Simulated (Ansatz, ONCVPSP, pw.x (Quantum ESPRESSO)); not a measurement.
# technetium (Tc): does the ONCV potential hold in the solid?

ONCVPSP 4.0.1.1 (patched build) input, shortened (lines: element, Z, core and valence counts, functional; n l f; lmax; l rc ep ncon nbas qcut; lloc lpopt rc5 dvloc0; l nproj debl; icmod fcfact rcfact), PBEsol, scalar-relativistic:

```
  Tc 43.00    8    2  -116133      upf
    1    0    2.00
    2    0    2.00
    2    1    6.00
    3    0    2.00
    3    1    6.00
    3    2   10.00
    4    0    2.00
    4    1    6.00
    4    2    5.00
    5    0    2.00
    2
    0    2.35    0.00    5    8    2.90
    1    2.50    0.28    3    7    3.20
    2    2.45    0.00    3    8    5.30
    4    5    1.75    0.00
    0    2    3.10
    1    2    1.80
    2    1    1.20
    3    2.00    1.00
```

In the p channel the program set the typed energies aside and used 0.050, 1.850 Ha.

Atomic tests: cutoffs needed: 22 Ha and 29 Ha (the cutoffs (Ha) at which the residual kinetic energy of the hardest occupied pseudo-wave falls to 1 and 0.1 mHa per electron); ghost test: no bound ghost flagged; GHOST(+) flagged for s at 31.9 eV, p at 52.6 eV; largest excitation error: +47 meV (all-electron minus pseudo) for 4d4 5s0, out of 4 test configurations.

Crystal test: bcc Tc in pw.x 7.5, no spin, 15³ k-points, Fermi–Dirac smearing 0.01 Ry, cutoffs 70/280 Ry. The reference is all-electron LAPW (Ansatz 0.2.0) with the same functional, mesh and smearing; V0 and B0 come from Birch–Murnaghan fits to the pressures at five volumes. Errors are pseudo minus all-electron; Δ is the rms difference of the E(V) curves that follow from these fits, minima aligned, over ±6 % about the mean V0. Mesh and smearing are coarse, so the numbers serve the comparison and aren't converged zero-temperature values; the lattice is a test structure that the element need not adopt.

All-electron: a0 = 3.051 Å (V0 = 14.20 Å³/atom), B0 = 316.6 GPa.

Question: How far does the potential miss the all-electron equation of state?

Answer: mean pressure error (GPa): -0.73; a0 (Å): 3.049; a0 error (%): -0.07; B0 error (%): -6.3; Δ (meV/atom): 2.7. The generator flags a localised state at positive energy (s at 32 eV).

| V (Å³/atom) | P all-electron (GPa) | P pseudo (GPa) |
| --- | --- | --- |
| 13.494 | 18.26 | 16.23 |
| 13.849 | 8.52 | 7.28 |
| 14.204 | 0.02 | -0.58 |
| 14.559 | -7.38 | -7.48 |
| 14.914 | -13.82 | -13.53 |

Question: At the middle volume, how do free energy and pressure move when the wave cutoff is lowered (ecutrho kept at four times it)?

Answer:

```tsv
cutoff (Ry)	shift of F (meV/atom)	shift of P (GPa)
32	+52.7	+0.54
42	+37.9	-0.39
56	+5.8	-0.26
```

Input at the middle volume:

```
&control
  calculation='scf', prefix='x', pseudo_dir='./', outdir='./tmp', tstress=.true., disk_io='none'
/
&system
  ibrav=0, nat=1, ntyp=1, ecutwfc=70, ecutrho=280, nbnd=11,
  occupations='smearing', smearing='fd', degauss=0.01
/
&electrons
  conv_thr=1e-09, mixing_beta=0.4, electron_maxstep=70
/
ATOMIC_SPECIES
Tc 1.0 Tc.UPF
CELL_PARAMETERS angstrom
  -1.52563353 1.52563353 1.52563353
  1.52563353 -1.52563353 1.52563353
  1.52563353 1.52563353 -1.52563353
ATOMIC_POSITIONS crystal
Tc 0.0000 0.0000 0.0000
K_POINTS automatic
15 15 15 0 0 0
```

```bash
pw.x < Tc.scf.in > Tc.scf.out
```

Lines of the output:

```
Message from routine setup:
     using ibrav=0 with symmetry is DISCOURAGED, use correct ibrav instead
     lattice parameter (alat)  =       4.9936  a.u.
     unit-cell volume          =      95.8533 (a.u.)^3
     number of electrons       =         7.00
     number of Kohn-Sham states=           11
     kinetic-energy cutoff     =      70.0000  Ry
     charge density cutoff     =     280.0000  Ry
     scf convergence threshold =      1.0E-09
     Exchange-correlation= PBESOL
     number of k points=   120  Fermi-Dirac smearing, width (Ry)=  0.0100
     iteration #  1     ecut=    70.00 Ry     beta= 0.40
     total energy              =     -23.92477687 Ry
     estimated scf accuracy    <       0.03020697 Ry
     iteration #  2     ecut=    70.00 Ry     beta= 0.40
     total energy              =     -23.92484708 Ry
     estimated scf accuracy    <       0.00455884 Ry
     iteration #  3     ecut=    70.00 Ry     beta= 0.40
     total energy              =     -23.92544631 Ry
     estimated scf accuracy    <       0.00022998 Ry
     iteration #  4     ecut=    70.00 Ry     beta= 0.40
     total energy              =     -23.92545800 Ry
     estimated scf accuracy    <       0.00000607 Ry
     iteration #  5     ecut=    70.00 Ry     beta= 0.40
     total energy              =     -23.92545978 Ry
     estimated scf accuracy    <       0.00000072 Ry
     iteration #  6     ecut=    70.00 Ry     beta= 0.40
     total energy              =     -23.92545990 Ry
     estimated scf accuracy    <       0.00000001 Ry
     iteration #  7     ecut=    70.00 Ry     beta= 0.40
     the Fermi energy is    16.5657 ev
!    total energy              =     -23.92545991 Ry
     estimated scf accuracy    <          8.3E-11 Ry
     smearing contrib. (-TS)   =      -0.00624733 Ry
     The total energy is F=E-TS. E is the sum of the following terms:
     one-electron contribution =      12.64035087 Ry
     hartree contribution      =       0.66632003 Ry
     xc contribution           =      -6.29965871 Ry
     ewald contribution        =     -30.92622477 Ry
     convergence has been achieved in   7 iterations
          total   stress  (Ry/bohr**3)                   (kbar)     P=       -5.77
     Message from routine punch:
     Nothing written, as per user request (disk_io='none')
```

The run at the middle volume (120 k-points, 7 iterations) took about 16 s on one core of a shared host (Neoverse-V1, 32 threads, 247 GiB, load 17).
